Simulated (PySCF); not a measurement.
# BCl: the cost of one run

The runs use PySCF 2.14.0; each script names its method and basis.

3 further runs of the same task are left out: 3 that didn't finish.

## (1) The starting structure

BCl⁺: 2 atoms, charge 1, spin multiplicity 2.

Bond lengths: B1–Cl2 1.782 Å.

## (2) The run that the others are compared with

input.py

```python
from pyscf import gto, dft, tdscf

mol = gto.M(
    atom='B 0 0 0; Cl 0 0 1.782',
    basis='pcseg-1',
    charge=1,
    spin=1,
    verbose=4,
)
mf = dft.UKS(mol, xc='olyp')
mf.kernel()
td = tdscf.TDDFT(mf)
td.nstates = 8
td.kernel()
td.analyze()
mf.dip_moment()
print('orbital energies (hartree):', [e[max(0, n-3):n+3].round(4) for e, n in zip(mf.mo_energy, mol.nelec)])
```

The run is started by

```
$ OMP_NUM_THREADS=1 python input.py
```

**Question.** How long does this run take on 1 thread of Intel Xeon Platinum 8488C, shared host, and how much memory does it need?

About 9.1 s, with a peak of 0.19 GiB.
